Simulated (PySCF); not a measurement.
Gas-phase reaction: i-Si4H10 + 2 SiF4 → 4 SiHF2 + Si2H6

Computed with PySCF and rigid-rotor harmonic-oscillator thermochemistry at 1 bar. † marks an energy on the PBE0/def2-TZVP geometry and frequencies. CCSD(T) freezes the core. Open shells (unrestricted): SiHF2 (multiplicity 2); the rest are closed-shell singlets. SiHF2: computed as isolated molecules; such fragments, hydroxides, amides, oligomers or adducts are transient or little studied in the gas. CCSD(T) isn't extrapolated to the basis-set limit. The harmonic model lacks anharmonicity and excited electronic states, which grow with temperature; levels with a mode under 35 cm⁻¹ are left out. Internal rotation in i-Si4H10, Si2H6 is treated as a harmonic vibration of one conformer, which makes the entropy rough.

ΔH° and ΔS° at 298 K: BLYP/def2-TZVP† 664 kJ, 386 J/K; CCSD(T)/def2-SVP† 782 kJ, 386 J/K; M06-2X/def2-TZVP† 762 kJ, 386 J/K; r2SCAN/def2-TZVP† 745 kJ, 386 J/K.

**Question.** With the heat capacities included, give log10 K (1 bar) at 500, 800, 1000, 1800, 2500 K from BLYP/def2-TZVP†, CCSD(T)/def2-SVP†, M06-2X/def2-TZVP†, r2SCAN/def2-TZVP†.

**Answer.** 
| T (K) | BLYP/def2-TZVP† | CCSD(T)/def2-SVP† | M06-2X/def2-TZVP† | r2SCAN/def2-TZVP† |
|---|---|---|---|---|
| 500 | -49.3 | -61.7 | -59.6 | -57.8 |
| 800 | -23.7 | -31.4 | -30.1 | -29.0 |
| 1000 | -15.2 | -21.4 | -20.4 | -19.5 |
| 1800 | -0.5 | -3.9 | -3.3 | -2.8 |
| 2500 | 4.5 | 2.0 | 2.4 | 2.8 |
